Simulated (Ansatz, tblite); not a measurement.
Cost and result up the ladder for B(NH2Me)H3 (CH₈BN) (11 atoms). Total charge 0; singlet. Geometry: PBE-D4/def2-TZVP.

```xyz
11

B     0.0833    0.5084    1.2581
N    -0.5771   -0.1934   -0.0640
C     0.3612   -0.3564   -1.2010
H    -1.3824    0.3673   -0.3604
H    -0.9506   -1.1085    0.2075
H    -0.1222   -0.8324   -2.0657
H     0.7371    0.6357   -1.4754
H     1.2071   -0.9629   -0.8582
H     0.4627    1.6064    0.8863
H     0.9966   -0.2275    1.5929
H    -0.8158    0.5632    2.0799
```

Ansatz on 4 threads of Arm Neoverse V1 on a shared host; xTB runs through tblite on one thread. Times are rough, summed over both states, and most runs start from the orbitals of an earlier one. PBE0-D4/def2-TZVP serves as the yardstick here, not as an exact answer. The other state is a doublet.

The xTB rows come from tblite. HOMO above LUMO, or a gap near zero within one spin, warns that the state may not be the lowest or that an electron is smeared out.

Raw xTB energies of ions are shifted by several eV.

```
                         level  functions  wall time
                      GFN2-xTB         20    0.005 s
                      GFN1-xTB         28    0.008 s
PBE-D4/def2-TZVP (with forces)        141      2.8 s
             PBE0-D4/def2-TZVP        141      4.3 s
           r2SCAN-D4/def2-TZVP        141      5.2 s
```

Estimate what each level gives for the vertical IE (eV).


```csv
level,vertical IE (eV),difference from PBE0-D4/def2-TZVP (eV),remarks
GFN2-xTB,13.31,3.01,–
GFN1-xTB,14.63,4.33,–
PBE-D4/def2-TZVP (with forces),10.13,-0.16,gap within one spin near zero (+1 doublet)
PBE0-D4/def2-TZVP,10.29,0.00,–
r2SCAN-D4/def2-TZVP,10.17,-0.12,–
```
